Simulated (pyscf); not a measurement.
Optimised with ωB97X-D3(BJ)/def2-SVP in PySCF. MP2 and CC: frozen core, UHF for open shells. ΔMP2 is the change of the MP2 total energy from the triple- to the quadruple-zeta basis.

### Question
Estimate the classical barrier height and the reaction energy of H₂B–CH₃ + SiH₄ → H₃C–SiH₃ + BH₃ at CCSD(T)/def2-TZVPP + ΔMP2(QZVPP). The step runs on the singlet surface, breaks B–C, H–Si and forms C–Si, B–H; take the separated reactants as zero.

### Answer
ΔE‡ = 19.3 kcal/mol, ΔE = +2.9 kcal/mol. Zero-point energy shifts the barrier by +4.0 kcal/mol. It is a four-centre exchange, with an imaginary mode of 337i cm⁻¹. On the reactant side the descent ends in an adduct with a B–H, B–Si contact, 6.0 kcal/mol under the separated species and 22.9 kcal/mol under the saddle at ωB97X-D3(BJ)/def2-TZVP. What is counted as formed (B–H) is already present as a longer contact in the reactant adduct; forming that adduct is a step of its own. At ωB97X-D3(BJ) the barrier from the zero used here is 16.9 kcal/mol. This is the saddle that the search found; another between the same sides may lie lower. The CCSD(T) − MP2 part came from Ansatz, without density fitting, on the same reference.
